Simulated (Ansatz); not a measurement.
C3. The state is a triplet with charge 0. Geometry r2SCAN-D4/def2-TZVP; atoms count from 1.

```xyz
3

C     0.000    0.000    0.000
C     0.666   -0.348   -1.055
C    -0.666    0.348    1.054
```

At PBE0-D4/def2-TZVP a singlet of charge 0 lies 2.07 eV below the triplet, each at its own geometry. The structure comes from a short search, and lower isomers may exist.

(1) Estimate the Mulliken populations from the PBE0/def2-TZVP orbitals of Ansatz.

(2) Where does the spin sit?

(3) And the Mayer bond orders between bonded heavy atoms (over 0.3)?

Answers

(1) 
| atom | charge (e) | spin (α − β) |
| --- | --- | --- |
| C1 | 0.03 | -0.31 |
| C2 | 0.13 | 1.68 |
| C3 | -0.16 | 0.63 |
Mulliken values and Mayer orders depend strongly on the basis.

(2) Summed by element: C 2.00, of 2 unpaired in all. Largest on single atoms: C2 1.68, C3 0.63, C1 -0.31.

(3) C1–C2 2.06 (1.30 Å); C1–C3 1.58 (1.30 Å). Values over 0.3 also appear between atoms too far apart for a bond (C2–C3 0.48 at 2.59 Å); they arise where an orbital or an unpaired electron spreads over both atoms.
